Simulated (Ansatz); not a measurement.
**Scan of [CH3···H···Si], triplet**

Starting geometry:

```xyz
6

C    -2.0742    0.0000    0.0000
H    -2.4374    1.0273    0.0000
H    -2.4374   -0.5137    0.8897
H    -2.4374   -0.5137   -0.8897
H    -0.9846    0.0000    0.0000
Si    1.1848    0.0000    0.0000
```

From there H5 is moved from one fragment to the other while all else, the fragments' distance too, stays fixed; atoms are numbered as listed. Energies are in kJ/mol, counted from the starting geometry at the same level. Kohn–Sham curves are unrestricted where that lies lower.

Basis cc-pVDZ; Ansatz 0.2.0. Only valence electrons are correlated (noble-gas cores frozen). Prefix R: restricted or restricted open-shell reference; prefix U: unrestricted.

Unrestricted rows (U, and Kohn–Sham where it breaks symmetry) aren't spin-pure: their determinants' ⟨S²⟩ exceeds S(S+1) by up to 0.42, so they mix in states of higher spin. Coupled cluster chose its determinant by trial CCSD, here up to 0.08 eV above the lowest Hartree–Fock solution of its kind. A value is left out where its run failed or describes another state than the reference as far as symmetry and spin tell, or, spin-broken singlets apart, can't be checked.

In so small a basis the reference is far from its limit while semilocal and hybrid functionals are nearer theirs (RPA and double hybrids share much of the reference's basis error), so the functionals' errors here hold much of the reference's basis and frozen-core error, which can add to them or hide them.

Full CI isn't at hand for all of this; UCCSDT(Q) serves as the reference, and is uncertain by about the last step of the cluster series.

```json
{"distance C1-H5 (Å)": "1.013", "UCCSDT(Q)": "15.2", "SPW92": "20.0", "PBE": "18.5", "r2SCAN": "16.2", "PBE0": "15.8", "B3LYP": "15.4", "wB97X-V": "14.8", "wB97M-V": "14.1", "B2PLYP": "14.5", "RPA-PBE": "15.8"}
{"distance C1-H5 (Å)": "1.090", "UCCSDT(Q)": "0.0", "SPW92": "0.0", "PBE": "0.0", "r2SCAN": "0.0", "PBE0": "0.0", "B3LYP": "0.0", "wB97X-V": "0.0", "wB97M-V": "0.0", "B2PLYP": "0.0", "RPA-PBE": "0.0"}
{"distance C1-H5 (Å)": "1.194", "UCCSDT(Q)": "11.3", "SPW92": "3.6", "PBE": "5.3", "r2SCAN": "8.0", "PBE0": "9.4", "B3LYP": "9.7", "wB97X-V": "11.6", "wB97M-V": "12.1", "B2PLYP": "11.5", "RPA-PBE": "10.5"}
{"distance C1-H5 (Å)": "1.298", "UCCSDT(Q)": "43.3", "SPW92": "27.3", "PBE": "30.2", "r2SCAN": "35.2", "PBE0": "38.9", "B3LYP": "39.1", "wB97X-V": "44.3", "wB97M-V": "44.7", "B2PLYP": "43.1", "RPA-PBE": "41.6"}
{"distance C1-H5 (Å)": "1.402", "UCCSDT(Q)": "85.1", "SPW92": "61.0", "PBE": "64.6", "r2SCAN": "71.6", "PBE0": "78.2", "B3LYP": "78.1", "wB97X-V": "87.9", "wB97M-V": "88.0", "B2PLYP": "84.5", "RPA-PBE": "81.9"}
{"distance C1-H5 (Å)": "1.506", "UCCSDT(Q)": "130.5", "SPW92": "99.1", "PBE": "103.4", "r2SCAN": "112.0", "PBE0": "122.1", "B3LYP": "121.5", "wB97X-V": "137.1", "wB97M-V": "136.8", "B2PLYP": "130.4", "RPA-PBE": "123.8"}
{"distance C1-H5 (Å)": "1.611", "UCCSDT(Q)": "177.0", "SPW92": "135.4", "PBE": "140.4", "r2SCAN": "–", "PBE0": "–", "B3LYP": "159.5", "wB97X-V": "173.5", "wB97M-V": "176.5", "B2PLYP": "175.0", "RPA-PBE": "162.8"}
{"distance C1-H5 (Å)": "1.715", "UCCSDT(Q)": "203.1", "SPW92": "168.7", "PBE": "171.6", "r2SCAN": "177.8", "PBE0": "186.1", "B3LYP": "177.9", "wB97X-V": "189.0", "wB97M-V": "192.6", "B2PLYP": "190.9", "RPA-PBE": "192.7"}
{"distance C1-H5 (Å)": "1.819", "UCCSDT(Q)": "221.7", "SPW92": "204.7", "PBE": "202.5", "r2SCAN": "201.0", "PBE0": "208.7", "B3LYP": "199.0", "wB97X-V": "208.4", "wB97M-V": "211.6", "B2PLYP": "210.1", "RPA-PBE": "216.7"}
```
